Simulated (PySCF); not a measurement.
# 1-pentene: NMR shifts and electronic excitations in gas and solvents, part 2 of 2

PySCF 2.14.0. Atoms count from 0. The steps go on from the part before.

## (8) Shielding tensors: wB97X-D/pcSseg-2 in chloroform

Job settings and geometry (Å):

```
{"job": {"kind": "nmr", "xc": "wB97X-D", "basis": "pcSseg-2", "pop": false, "solvent": "chloroform"}, "charge": 0, "multiplicity": 1}
C      2.167590     1.404843     0.633171
C      1.582031     0.392287     0.010092
C      0.334468    -0.287869     0.462212
C     -0.809445    -0.152004    -0.539030
C     -2.055312    -0.905462    -0.108943
H      1.761415     1.803812     1.557733
H      3.069328     1.868128     0.249553
H      2.018360     0.021234    -0.916705
H      0.026626     0.113281     1.433667
H      0.538017    -1.356001     0.614169
H     -1.039665     0.910007    -0.672590
H     -0.475299    -0.515773    -1.517155
H     -2.420013    -0.544323     0.856687
H     -2.863771    -0.789307    -0.834020
H     -1.852381    -1.974929    -0.004566
```

Method: GIAO wB97X-D/pcSseg-2 NMR shielding, non-relativistic, IEF-PCM chloroform.

Output:

```text
coarse grid: 11632 points
cycle   1  E = -196.5150769337  dE =  4.768e-01  |g| = 2.776e-01  |ddm| = 2.383e+00
cycle   2  E = -196.5296439608  dE = -1.457e-02  |g| = 1.692e-01  |ddm| = 3.809e-01
cycle   3  E = -196.5366182069  dE = -6.974e-03  |g| = 2.283e-02  |ddm| = 1.169e-01
cycle   4  E = -196.5367894048  dE = -1.712e-04  |g| = 7.195e-03  |ddm| = 4.041e-02
cycle   5  E = -196.5368029213  dE = -1.352e-05  |g| = 2.512e-03  |ddm| = 8.756e-03
cycle   6  E = -196.5368050100  dE = -2.089e-06  |g| = 6.458e-04  |ddm| = 4.077e-03
final grid: 109760 points
cycle   7  E = -196.5419537273  dE = -2.517e-04  |g| = 5.971e-03  |ddm| = 6.683e-02
cycle   8  E = -196.5419587726  dE = -5.045e-06  |g| = 4.195e-03  |ddm| = 9.848e-03
cycle   9  E = -196.5419629630  dE = -4.190e-06  |g| = 4.903e-04  |ddm| = 2.955e-03
cycle  10  E = -196.5419630264  dE = -6.340e-08  |g| = 2.854e-04  |ddm| = 8.261e-04
cycle  11  E = -196.5419630467  dE = -2.022e-08  |g| = 4.718e-05  |ddm| = 2.186e-04
cycle  12  E = -196.5419630476  dE = -9.359e-10  |g| = 2.308e-05  |ddm| = 9.894e-05
converged SCF energy = -196.5419630476

GIAO shielding tensors (ppm)
atom      isotropic    diamagn.    paramagn.     s11        s22        s33       span
  0 C       62.210     253.529    -191.319    -54.019     84.892    155.756    209.774
  1 C       29.216     253.420    -224.204   -102.825     35.711    154.761    257.586
  2 C      143.562     242.342     -98.779    125.147    139.474    166.066     40.919
  3 C      157.773     243.516     -85.743    145.699    155.327    172.292     26.594
  4 C      169.745     237.783     -68.038    158.660    162.985    187.590     28.930
  5 H       26.154      31.727      -5.573     22.932     25.477     30.054      7.122
  6 H       26.298      29.561      -3.263     23.609     25.246     30.039      6.430
  7 H       25.179      31.667      -6.488     22.524     24.632     28.383      5.859
  8 H       29.573      33.071      -3.499     25.941     29.662     33.116      7.175
  9 H       29.528      31.697      -2.169     25.804     29.255     33.524      7.721
 10 H       30.446      32.295      -1.848     26.092     30.031     35.216      9.124
 11 H       30.127      32.217      -2.090     25.498     29.750     35.134      9.636
 12 H       30.695      29.456       1.239     26.649     28.981     36.456      9.806
 13 H       30.443      28.033       2.409     26.081     27.754     37.493     11.412
 14 H       30.737      29.250       1.486     26.879     28.763     36.568      9.690
```

It took 1.9 min on 2 threads of Intel Xeon at 2.50GHz, shared host; peak memory 2.4 GiB.

In short: δ C1 157.9, C0 124.9, C2 43.5, C3 29.3, H7 6.43, H5 5.46 ppm.

## (9) Ultraviolet spectrum: PBE0/aug-cc-pVTZ

Settings changed since step 8:

```diff
@@ -1,2 +1,2 @@
-{"job": {"kind": "nmr", "xc": "wB97X-D", "basis": "pcSseg-2", "pop": false, "solvent": "chloroform"}, "charge": 0, "multiplicity": 1}
+{"job": {"kind": "uv", "xc": "PBE0", "basis": "aug-cc-pVTZ", "ip": false, "dynamic": true}, "charge": 0, "multiplicity": 1}
 C      2.167590     1.404843     0.633171
```

Level: TDDFT PBE0/aug-cc-pVTZ, vertical, gas phase, core orbitals frozen in the response.

Output:

```text
coarse grid: 11632 points
cycle   1  E = -196.3134329716  dE =  3.036e-01  |g| = 4.138e-01  |ddm| = 8.465e+00
cycle   2  E = -196.3075796903  dE =  5.853e-03  |g| = 4.476e-01  |ddm| = 2.082e+00
cycle   3  E = -196.3604722124  dE = -5.289e-02  |g| = 2.643e-02  |ddm| = 9.429e-01
cycle   4  E = -196.3605156859  dE = -4.347e-05  |g| = 2.260e-02  |ddm| = 8.448e-02
cycle   5  E = -196.3606374125  dE = -1.217e-04  |g| = 5.586e-03  |ddm| = 4.193e-02
cycle   6  E = -196.3606445713  dE = -7.159e-06  |g| = 1.783e-03  |ddm| = 1.075e-02
final grid: 109760 points
cycle   7  E = -196.3517068097  dE = -1.115e-04  |g| = 8.681e-03  |ddm| = 7.881e-01
cycle   8  E = -196.3517017794  dE =  5.030e-06  |g| = 9.680e-03  |ddm| = 4.433e-02
cycle   9  E = -196.3517252321  dE = -2.345e-05  |g| = 6.553e-04  |ddm| = 1.853e-02
cycle  10  E = -196.3517252998  dE = -6.763e-08  |g| = 3.809e-04  |ddm| = 2.176e-03
cycle  11  E = -196.3517253338  dE = -3.408e-08  |g| = 1.080e-04  |ddm| = 8.158e-04
cycle  12  E = -196.3517253366  dE = -2.796e-09  |g| = 3.044e-05  |ddm| = 2.318e-04
cycle  13  E = -196.3517253369  dE = -2.253e-10  |g| = 2.999e-06  |ddm| = 7.064e-05
converged SCF energy = -196.3517253369

Static polarisability (au): isotropic 65.637, principal 54.865 58.696 83.351

Singlet excitations
state   eV       nm        f      main configurations
  1   6.4246    193.0   0.02519   H->L 0.80, H->L+2 0.16
  2   6.7626    183.3   0.00062   H->L+3 0.55, H->L+2 0.35
  3   6.8406    181.2   0.02275   H->L+2 0.43, H->L+3 0.35, H->L 0.14
  4   6.9493    178.4   0.12706   H->L+1 0.59, H->L+4 0.32
  5   7.2178    171.8   0.23275   H->L+4 0.61, H->L+1 0.31
  6   7.4297    166.9   0.00767   H->L+5 0.91
  7   7.5947    163.3   0.00324   H->L+6 0.92
  8   7.8020    158.9   0.00777   H->L+7 0.94
  9   7.9096    156.8   0.00199   H-2->L+1 0.73
 10   7.9199    156.5   0.02177   H->L+8 0.83

Triplet excitations (Tamm-Dancoff, eV): 4.3939 6.3415 6.7166 6.7946
```

Run time: 2.9 min. Hardware: 2 threads of Intel Xeon at 2.50GHz, shared host; peak memory 2.1 GiB.

The orbitals next to the gap, with their largest atomic shares:

```csv
orbital,eV,atoms
HOMO−3,-9.67,"C4 23 %, C3 23 %, C2 14 %"
HOMO−2,-9.33,"C1 20 %, C2 18 %, C0 15 %"
HOMO−1,-9.22,"C3 28 %, C2 17 %, C4 14 %"
HOMO,-7.36,"C0 36 %, C1 31 %, C2 9 %"
LUMO,-0.01,"H14 13 %, H13 12 %, H12 11 %"
LUMO+1,0.24,"C0 33 %, C1 25 %, C2 8 %"
LUMO+2,0.30,"H6 24 %, H7 18 %, H12 11 %"
```

With each of the 10 states as a Gaussian band of 0.4 eV half-width at 1/e, the curve within the window shown has maxima at 174 nm (ε 14,000) L/(mol cm). Beyond the last state computed it falls off for lack of states. The curve at chosen wavelengths:

| nm | ε (L/mol/cm) |
| --- | --- |
| 151 | 688 |
| 153 | 1040 |
| 156 | 1660 |
| 158 | 2208 |
| 161 | 3576 |
| 163 | 5050 |
| 166 | 8058 |
| 168 | 10253 |
| 171 | 12936 |
| 173 | 13872 |
| 176 | 13711 |
| 178 | 12693 |
| 181 | 10344 |
| 183 | 8588 |
| 186 | 6141 |
| 188 | 4789 |
| 191 | 3243 |
| 193 | 2498 |
| 196 | 1697 |
| 198 | 1311 |
| 201 | 877 |
| 203 | 660 |
| 206 | 414 |
| 208 | 294 |
| 211 | 168 |
| 213 | 112 |

Ground-state properties from the same run:

```csv
property,computed,measured
dipole moment (D),0.45,0.39
polarisability (Å³),9.73,9.65
HOMO–LUMO gap (eV),7.35,–
−ε(HOMO) (eV),7.36,–
C6 with itself (au),1743,–
```

Measured: gas; NIST CCCBDB Release 22 (SRD 101), experimental dipoles; gas; NIST CCCBDB Release 22 (SRD 101), experimental polarizabilities.

## (10) Excited states and response: CAM-B3LYP/aug-cc-pVTZ

Settings changed since step 9:

```diff
@@ -1,2 +1,2 @@
-{"job": {"kind": "uv", "xc": "PBE0", "basis": "aug-cc-pVTZ", "ip": false, "dynamic": true}, "charge": 0, "multiplicity": 1}
+{"job": {"kind": "uv", "xc": "CAM-B3LYP", "basis": "aug-cc-pVTZ", "ip": false, "dynamic": false}, "charge": 0, "multiplicity": 1}
 C      2.167590     1.404843     0.633171
```

With the program's defaults for keys left out, this is: TDDFT CAM-B3LYP/aug-cc-pVTZ, vertical, gas phase, core orbitals frozen in the response.

Output:

```text
coarse grid: 11632 points
cycle   1  E = -196.4554320582  dE =  4.371e-01  |g| = 3.235e-01  |ddm| = 8.567e+00
cycle   2  E = -196.4682804582  dE = -1.285e-02  |g| = 2.528e-01  |ddm| = 1.588e+00
cycle   3  E = -196.4841137464  dE = -1.583e-02  |g| = 2.251e-02  |ddm| = 5.456e-01
cycle   4  E = -196.4842511934  dE = -1.374e-04  |g| = 8.458e-03  |ddm| = 7.674e-02
cycle   5  E = -196.4842678422  dE = -1.665e-05  |g| = 2.379e-03  |ddm| = 2.099e-02
cycle   6  E = -196.4842692583  dE = -1.416e-06  |g| = 4.010e-04  |ddm| = 6.107e-03
final grid: 109760 points
cycle   7  E = -196.4825513675  dE = -7.672e-05  |g| = 4.425e-03  |ddm| = 5.833e-01
cycle   8  E = -196.4825526717  dE = -1.304e-06  |g| = 3.704e-03  |ddm| = 3.866e-02
cycle   9  E = -196.4825560225  dE = -3.351e-06  |g| = 3.837e-04  |ddm| = 8.086e-03
cycle  10  E = -196.4825560413  dE = -1.879e-08  |g| = 2.852e-04  |ddm| = 1.853e-03
cycle  11  E = -196.4825560605  dE = -1.919e-08  |g| = 3.026e-05  |ddm| = 5.772e-04
cycle  12  E = -196.4825560607  dE = -2.230e-10  |g| = 1.099e-05  |ddm| = 9.463e-05
converged SCF energy = -196.4825560607

Static polarisability (au): isotropic 65.142, principal 54.729 58.517 82.180

Singlet excitations
state   eV       nm        f      main configurations
  1   6.5985    187.9   0.03470   H->L 0.55, H->L+1 0.33
  2   6.9799    177.6   0.00173   H->L+2 0.74
  3   7.1037    174.5   0.28880   H->L+3 0.37, H->L+6 0.34, H->L+5 0.14
  4   7.2430    171.2   0.03299   H->L+1 0.35, H->L 0.20, H->L+4 0.14
  5   7.4499    166.4   0.08288   H->L+3 0.45, H->L+8 0.17, H->L+6 0.11
  6   7.8541    157.9   0.01269   H->L+4 0.62, H->L 0.11
  7   7.9639    155.7   0.00044   H->L+5 0.46, H->L+6 0.25
  8   8.0800    153.4   0.00020   H-2->L+6 0.38, H-2->L+5 0.16, H-2->L+8 0.09
  9   8.1233    152.6   0.01679   H->L+7 0.80
 10   8.3047    149.3   0.01986   H->L+9 0.26, H->L+8 0.21, H->L+11 0.19

Triplet excitations (Tamm-Dancoff, eV): 4.4402 6.5286 6.9372 7.1841
```

Wall time 3.4 min (2 threads of Intel Xeon at 2.50GHz, shared host); peak memory 2.3 GiB.

Key values: HOMO -8.70 eV, LUMO 0.31 eV; lowest singlet 6.60 eV.

## (11) Excited states and response: wB97X-D/aug-cc-pVTZ

Settings changed since step 10:

```diff
@@ -1,2 +1,2 @@
-{"job": {"kind": "uv", "xc": "CAM-B3LYP", "basis": "aug-cc-pVTZ", "ip": false, "dynamic": false}, "charge": 0, "multiplicity": 1}
+{"job": {"kind": "uv", "xc": "wB97X-D", "basis": "aug-cc-pVTZ", "ip": true, "dynamic": false}, "charge": 0, "multiplicity": 1}
 C      2.167590     1.404843     0.633171
```

Method: TDDFT wB97X-D/aug-cc-pVTZ, vertical, gas phase, core orbitals frozen in the response.

Output:

```text
coarse grid: 11632 points
cycle   1  E = -196.5211498608  dE =  4.845e-01  |g| = 2.769e-01  |ddm| = 9.192e+00
cycle   2  E = -196.5355400988  dE = -1.439e-02  |g| = 1.758e-01  |ddm| = 2.474e+00
cycle   3  E = -196.5429962270  dE = -7.456e-03  |g| = 2.315e-02  |ddm| = 5.156e-01
cycle   4  E = -196.5431638201  dE = -1.676e-04  |g| = 7.261e-03  |ddm| = 1.673e-01
cycle   5  E = -196.5431767787  dE = -1.296e-05  |g| = 2.837e-03  |ddm| = 3.138e-02
cycle   6  E = -196.5431790520  dE = -2.273e-06  |g| = 7.078e-04  |ddm| = 1.766e-02
final grid: 109760 points
cycle   7  E = -196.5348263718  dE = -2.458e-04  |g| = 5.286e-03  |ddm| = 9.484e-01
cycle   8  E = -196.5348304489  dE = -4.077e-06  |g| = 3.431e-03  |ddm| = 7.840e-02
cycle   9  E = -196.5348331493  dE = -2.700e-06  |g| = 6.442e-04  |ddm| = 1.162e-02
cycle  10  E = -196.5348332505  dE = -1.012e-07  |g| = 3.113e-04  |ddm| = 5.252e-03
cycle  11  E = -196.5348332735  dE = -2.293e-08  |g| = 4.886e-05  |ddm| = 8.552e-04
cycle  12  E = -196.5348332742  dE = -7.015e-10  |g| = 1.995e-05  |ddm| = 3.053e-04
converged SCF energy = -196.5348332742

Static polarisability (au): isotropic 65.157, principal 54.876 58.513 82.081

Singlet excitations
state   eV       nm        f      main configurations
  1   6.7230    184.4   0.04004   H->L 0.48, H->L+1 0.32
  2   7.1255    174.0   0.00387   H->L+2 0.69, H->L+5 0.10
  3   7.1714    172.9   0.32155   H->L+7 0.30, H->L+9 0.25, H->L+3 0.22
  4   7.4203    167.1   0.03364   H->L+1 0.30, H->L+4 0.17, H->L 0.12
  5   7.5826    163.5   0.05977   H->L+3 0.36, H->L+8 0.17, H->L+4 0.11
  6   8.0458    154.1   0.01269   H->L+4 0.39, H->L 0.14, H->L+10 0.09
  7   8.0856    153.3   0.00085   H-2->L+9 0.27, H-2->L+8 0.14, H->L+5 0.13
  8   8.1222    152.6   0.00083   H->L+5 0.43, H->L+8 0.09
  9   8.2047    151.1   0.02243   H->L+6 0.71
 10   8.4148    147.3   0.03673   H->L+11 0.28, H->L+8 0.18, H->L+9 0.17

Triplet excitations (Tamm-Dancoff, eV): 4.5731 6.6606 7.0729 7.3024
Vertical ionisation energy (delta-SCF) = 9.5309 eV
```

It took 4.5 min on 2 threads of Intel Xeon at 2.50GHz, shared host; peak memory 2.9 GiB.

Key values: HOMO -9.21 eV, LUMO 0.90 eV; lowest singlet 6.72 eV.

## (12) Comparing the runs: NMR shifts

Shifts (ppm) of some atoms, chosen among heavy atoms and hydrogens apart, with basis size and wall time:

```csv
run,C1,C0,C2,C3,C4,H7,H5,functions,time
PBE0/pcSseg-2,154.3,123.8,44.2,29.2,17.2,6.31,5.37,320,2 min
KT3/pcSseg-2,142.4,112.5,44.8,31.2,18.0,6.12,5.14,320,1.9 min
wB97X-D/pcSseg-2,155.3,125.0,43.2,28.9,17.2,6.28,5.40,320,1.8 min
B97-2/pcSseg-2,150.9,120.8,43.8,29.6,17.7,6.24,5.31,320,85 s
WP04/pcSseg-2 in chloroform,153.9,122.2,43.8,31.4,18.8,6.02,5.11,320,92 s
wB97X-D/pcSseg-2 in chloroform,157.9,124.9,43.5,29.3,17.4,6.43,5.46,320,1.9 min
measured,–,–,36.2,22.4,13.6,–,–,–,–
```

Measured: solution, not stated per compound (mostly CDCl3 or CCl4); Pretsch, Buehlmann, Badertscher, Structure Determination of Organic Compounds, 4th ed. (2009).

## (13) Side by side: electronic excitations

Excitations and ground-state properties, with basis size and wall time:

```csv
run,lowest singlet (eV),brightest (eV),f,gap (eV),α (Å³),μ (D),functions,time
PBE0/aug-cc-pVTZ,6.42,7.22,0.233,7.35,9.73,0.45,460,2.9 min
CAM-B3LYP/aug-cc-pVTZ,6.60,7.10,0.289,9.02,9.65,0.44,460,3.4 min
wB97X-D/aug-cc-pVTZ,6.72,7.17,0.322,10.11,9.66,0.44,460,4.5 min
```

Measured dipole: 0.39 D (gas; NIST CCCBDB Release 22 (SRD 101), experimental dipoles).

Measured polarisability: 9.65 Å³ (gas; NIST CCCBDB Release 22 (SRD 101), experimental polarizabilities).

## (14) What came out

The summary covers parts 1 to 2.

| quantity | value |
| --- | --- |
| point group | C1 |
| rotational constants (main isotopes) | 18.35, 2.14, 2.12 GHz |
| 13C shifts against TMS (PBE0/pcSseg-2) | 154.3, 123.8, 44.2, 29.2, 17.2 ppm |
| 1H shifts against TMS (PBE0/pcSseg-2, means over atoms taken as alike) | 6.31, 5.37, 5.26, 2.07, 1.35, 0.99 ppm |
| measured, and computed on the same scale | C2 δ 36.2, 44.2; C3 δ 22.4, 29.2; C4 δ 13.6, 17.2; H8 δ 2.02, 2.07; H10 δ 1.43, 1.35; H12 δ 0.91, 0.99 ppm |
| lowest singlet (PBE0/aug-cc-pVTZ) | 6.42 eV (193 nm), f = 0.025 |
| brightest single state of those computed | state 5, 7.22 eV, f = 0.233 |
| lowest triplet | 4.39 eV |
| range of the shift of C1 (wB97X-D/pcSseg-2 runs) | 155.3 to 157.9 ppm |
| range of the lowest singlet | 6.42 to 6.72 eV |

**Reading.** Relaxing lowered the energy by 0.086 eV in 5 steps; the close pair that moved most is C3–C4, from 1.554 to 1.518 Å. C1 (alkene CH) lies farthest downfield among carbon, at 154.3 ppm; an sp2 carbon of a C=C bond. 3 measured 13C shifts can be compared: mean absolute error 6.2 ppm, mean signed error +6.2 ppm. Vibration, temperature and solvent are missing from the calculation, and it holds one conformer, so part of the miss against the measured shifts is not the functional's. The lowest singlet, at 6.42 eV, is HOMO→LUMO 0.80, HOMO→LUMO+2 0.16 and is weak; of the 10 states computed, the strongest absorption comes from state 5 at 7.22 eV. The lowest triplet lies 2.03 eV below the lowest singlet (triplets in Tamm-Dancoff, singlets in full TDDFT). The dipole moment, 0.45 D, compares with 0.39 D measured (one conformer here). The polarisability is 1 % above the measured 9.65 Å³. At one level, wB97X-D/pcSseg-2: Across the 2 runs the shift of C1 moves most, between 155.3 (wB97X-D/pcSseg-2) and 157.9 ppm (wB97X-D/pcSseg-2 in chloroform). Part of that comes from the computed reference. The lowest singlet runs from 6.42 eV (PBE0/aug-cc-pVTZ) to 6.72 eV (wB97X-D/aug-cc-pVTZ), while the orbital gap spans 7.35 to 10.11 eV: the excitation energy moves far less from run to run than the orbital gap does. The lowest state need not be the same one in every run. For the measured polarisability, CAM-B3LYP/aug-cc-pVTZ misses least (0.00 Å³, 3.4 min) and PBE0/aug-cc-pVTZ most (0.08 Å³, 2.9 min). One molecule ranks no method: errors cancel, and vibration and temperature are missing from all runs.
